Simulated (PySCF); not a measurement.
H3O4P.
Cartesian coordinates in Å at the PBE0-D3(BJ)/def2-SVP level; atoms count from 1:
```xyz
8
H3O4P angstrom
O      0.3511   -0.1686    1.7123
P      0.0092   -0.0873    0.2834
O     -0.3804    1.3757   -0.2726
O      1.1713   -0.5382   -0.7376
O     -1.2428   -0.9787   -0.1616
H     -0.3316    2.0250    0.4403
H      1.9526   -0.8176   -0.2445
H     -1.5209   -0.8228   -1.0728
```

Method used: TDDFT CAM-B3LYP/def2-SVPD, vertical, gas phase, core orbitals frozen in the response in PySCF.

Ground-to-excited transition dipoles (e·a0, same axes as the geometry; the sign carries no meaning), for the states with f of 0.002 or more among the lowest 6:

```tsv
state	E (eV)	μx	μy	μz
S1	7.750	-0.289	0.301	0.084
S2	7.888	0.188	0.249	-0.060
S4	9.024	-0.118	-0.294	0.090
S5	9.037	-0.243	0.178	0.150
S6	9.204	0.088	0.012	-0.039
```

(1) What oscillator strength does each state have?

(2) What angle do the transition dipoles of S1 and S2 make?

(3) How is the summed strength of these states shared among x, y and z?

(4) What peak molar absorption coefficient would the strongest computed level give as a lone Gaussian band 0.5 eV wide at half height?

## Answers

(1) f = (2/3) ΔE |μ|² with ΔE in hartree (27.2114 eV).

| state | \|μ\|² (au) | \|μ\| (D) | f |
| --- | --- | --- | --- |
| S1 | 0.181 | 1.08 | 0.034 |
| S2 | 0.101 | 0.81 | 0.020 |
| S4 | 0.109 | 0.84 | 0.024 |
| S5 | 0.113 | 0.85 | 0.025 |
| S6 | 0.010 | 0.25 | 0.002 |

(2) |cos θ| = |μa·μb| / (|μa| |μb|) = 0.12, so θ ≈ 83° (taken between 0 and 90°, since the signs are arbitrary).

(3) (2/3) Σ ΔE μα² gives 0.041 for x, 0.055 for y and 0.009 for z, 0.105 in all.

(4) ε(max) = 2.175×10⁸ f / FWHM, with the width in cm⁻¹. S1: 2.175×10⁸ × 0.0344 / 4033 ≈ 1900 L mol⁻¹ cm⁻¹.

One conformer stands for the species.
